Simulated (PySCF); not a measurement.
System (SMILES): FF (F2).
Geometry (B3LYP-D3(BJ)/def2-TZVP, fixed):
```xyz
2

F      0.0000     0.0000    -0.6982
F      0.0000     0.0000     0.6982
```

Basis-set convergence of the mean static polarisability at HF with PySCF. All functions are spherical. Density fitting with generated auxiliary sets. No added dispersion term, no relativity. Reference: the value in aug-cc-pV5Z, 8.40 bohr³, itself unsure by roughly 0.2 % (its mean distance from d-aug-cc-pVTZ, aug-pcseg-3, aug-cc-pVQZ). Deviations are taken from unrounded values.

```csv
basis,functions,mean static polarisability (bohr³),minus reference (%)
cc-pVDZ,28,4.93,-41.3
aug-cc-pVDZ,46,7.77,-7.5
Sadlej pVTZ,48,8.42,0.2
cc-pVTZ,60,6.11,-27.3
jun-cc-pV(T+d)Z,78,8.25,-1.8
aug-cc-pVTZ,92,8.25,-1.9
cc-pVQZ,110,7.00,-16.6
aug-cc-pVQZ,160,8.39,-0.2
cc-pV5Z,182,7.55,-10.2
aug-cc-pV5Z,254,8.40,0.0
```

The smallest set listed that lies within 5 % of the reference with all its larger relatives (same family, alike in diffuse functions; a set with none counts only in the reference's own line) is jun-cc-pV(T+d)Z (78 functions, -1.8 % off). Inside, with no larger relative to test it: Sadlej pVTZ.
